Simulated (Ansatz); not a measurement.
The same path of AlClH2 + H2 (6 atoms, charge 0, multiplicity 1) was run 3 times with different band settings. Lost on the way: Al1–Cl2, H5–H6. Made: Al1–H5, Cl2–H6.

Level of theory: RKS B3LYP/def2-SVP in Ansatz.

Relaxed end points:

```xyz
6
Properties=species:S:1:pos:R:3
Al 0.003 0.149 0.214
Cl -0.016 0.812 2.234
H 1.398 0.050 -0.510
H -1.386 -0.033 -0.508
H 0.080 -2.246 0.507
H 0.066 -1.998 1.229
```

```xyz
6
Properties=species:S:1:pos:R:3
Al 0.021 -0.454 -0.360
Cl 0.008 -0.035 2.361
H 1.373 0.321 -0.662
H -1.376 0.237 -0.662
H 0.069 -2.028 -0.115
H 0.048 -1.306 2.603
```

Common settings: movable images 7; climbing image yes; spring 5.0 eV/Å²; start path through a guess of the saddle point; force threshold 0.03 eV/Å; iteration limit 60; end points relaxed.

| run | optimiser | largest step |
| --- | --- | --- |
| 1 | quadratic models (default) | default |
| 2 | fire | 0.02 Å |
| 3 | lbfgs | 0.5 Å |

Problem. What does each run give, and how far can it be trusted?

Solution. Run 1: converged after 7 iterations, highest image 1.368 eV above the first end. A vibrational analysis at the climbing image gives one clearly imaginary mode, 422i cm⁻¹: a first-order saddle point.
Run 2: converged after 31 iterations, highest image 1.368 eV above the first end. Another band between the same ends (7 images) ends at a top of the same energy, where a vibrational analysis finds 1 clearly imaginary mode.
Run 3: converged after 30 iterations, highest image 1.368 eV above the first end. Another band between the same ends (7 images) ends at a top of the same energy, where a vibrational analysis finds 1 clearly imaginary mode.
The orbitals stay closed-shell, which can raise the energy where a bond breaks towards radicals; this wasn't checked here.
